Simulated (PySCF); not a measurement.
Compound: C2H6Si.
Numbering: `[CH2:1]1[CH2:2][SiH2:3]1` (hydrogens: H4, H5 on C1; H6, H7 on C2; H8, H9 on Si3)

The same species was optimised twice, with GFN2-xTB and with PBE0-D3(BJ)/def2-SVP (PySCF), and the same property calculations (PySCF, gas phase) were run on both structures.

```csv
coordinate,GFN2-xTB,PBE0-D3(BJ)/def2-SVP,change
Si3–H9 (Å),1.452,1.484,+0.032
Si3–H8 (Å),1.452,1.484,+0.032
C1–Si3 (Å),1.882,1.862,-0.020
C2–Si3 (Å),1.881,1.862,-0.019
C1–H4 (Å),1.081,1.096,+0.015
C2–H6 (Å),1.081,1.096,+0.015
C2–H7 (Å),1.081,1.095,+0.014
C1–H5 (Å),1.081,1.095,+0.014
C1–C2 (Å),1.535,1.537,+0.002
H8–Si3–H9 (°),117.2,115.4,-1.8
Si3–C2–H6 (°),120.3,118.6,-1.7
Si3–C1–H4 (°),120.3,118.7,-1.6
Si3–C1–H5 (°),120.3,119.2,-1.1
H6–C2–H7 (°),111.3,112.4,+1.1
Si3–C2–H7 (°),120.3,119.2,-1.1
H4–C1–H5 (°),111.3,112.4,+1.1
C2–Si3–H8 (°),118.4,119.4,+1.0
```

Rotational constants: A = 18978, B = 9006, C = 7206 MHz (GFN2-xTB) against A = 18653, B = 9169, C = 7304 MHz (PBE0-D3(BJ)/def2-SVP). Point groups within 0.08 Å: C2v and C2v.

On the GFN2-xTB structure: lowest singlet, TDDFT (eV) 6.07 [B3LYP/def2-SVPD]; lowest triplet, Tamm–Dancoff (eV) 4.85 [B3LYP/def2-SVPD]; isotropic polarisability (au) 52.5 [B3LYP/def2-SVPD]; HOMO (eV) -6.65 [B3LYP/def2-SVPD]; LUMO (eV) 0.05 [B3LYP/def2-SVPD]; dipole (D) 0.06 [B3LYP/def2-SVPD]; HOMO (eV) -6.88 [PBE0/pcSseg-1]; LUMO (eV) 0.44 [PBE0/pcSseg-1]; dipole (D) 0.07 [PBE0/pcSseg-1]; GIAO shielding of C1/C2 (mean) (ppm) 194.7 [PBE0/pcSseg-1]; GIAO shielding of Si3 (ppm) 509.5 [PBE0/pcSseg-1].

Q: What do these properties become on the PBE0-D3(BJ)/def2-SVP structure?

A: 
```tsv
property	level	on GFN2-xTB	on PBE0-D3(BJ)/def2-SVP	change
lowest singlet, TDDFT (eV)	B3LYP/def2-SVPD	6.07	6.06	-0.01
lowest triplet, Tamm–Dancoff (eV)	B3LYP/def2-SVPD	4.85	4.92	+0.07
isotropic polarisability (au)	B3LYP/def2-SVPD	52.5	53.2	+0.7
HOMO (eV)	B3LYP/def2-SVPD	-6.65	-6.66	-0.01
LUMO (eV)	B3LYP/def2-SVPD	0.05	0.08	+0.03
dipole (D)	B3LYP/def2-SVPD	0.06	0.02	-0.04
energy, GFN2-xTB geometry as zero (kcal/mol)	B3LYP/def2-SVPD	0.0	-0.9	-0.9
HOMO (eV)	PBE0/pcSseg-1	-6.88	-6.89	-0.01
LUMO (eV)	PBE0/pcSseg-1	0.44	0.49	+0.05
dipole (D)	PBE0/pcSseg-1	0.07	0.01	-0.06
energy, GFN2-xTB geometry as zero (kcal/mol)	PBE0/pcSseg-1	0.0	-0.9	-0.9
GIAO shielding of C1/C2 (mean) (ppm)	PBE0/pcSseg-1	194.7	194.1	-0.6
GIAO shielding of Si3 (ppm)	PBE0/pcSseg-1	509.5	499.8	-9.7
```

The heavy atoms differ by 0.010 Å rms after alignment. Among all bonds Si3–H8 and Si3–H9 change most and about equally (+0.032 Å). Changes are differences of the printed values. Neither structure is proved a minimum here.
